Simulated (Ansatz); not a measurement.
Results of r²SCAN+rVV10 (Ansatz, a quantum-chemistry and plane-wave program, PAW) for hcp Mg.

Numerical settings: plane-wave cutoff 560 eV, 18×18×12 k mesh (along the axes of the cell as run), Fermi–Dirac smearing 0.05 eV, scalar-relativistic PAW data made under PBE.

The volume scan:

| V (Å³/atom) | E − E_lowest (meV/atom) |
|---|---|
| 21.560 | 4.85 |
| 22.009 | 1.19 |
| 22.458 | 0.00 |
| 22.907 | 1.06 |
| 23.356 | 4.16 |

Task: What bulk modulus B0 and pressure derivative B′ does a third-order Birch–Murnaghan fit give?

Result: V0 = 22.463 Å³/atom, B0 = 40.0 GPa, B′ = 3.9 (fit to the energies at full precision).

Shape and atoms are relaxed at each volume.

Measured, for comparison: bulk modulus 38.6 GPa (copied from a table, unchecked, extrapolated to 0 K and zero-point effects removed; as tabulated in Lejaeghere et al. (2013), arXiv:1204.2733). Computed (rounded) less measured: bulk modulus not scored (unchecked).

Note: the bulk modulus comes from volumes at which shape and atoms were relaxed.

Computed values are for the static lattice.
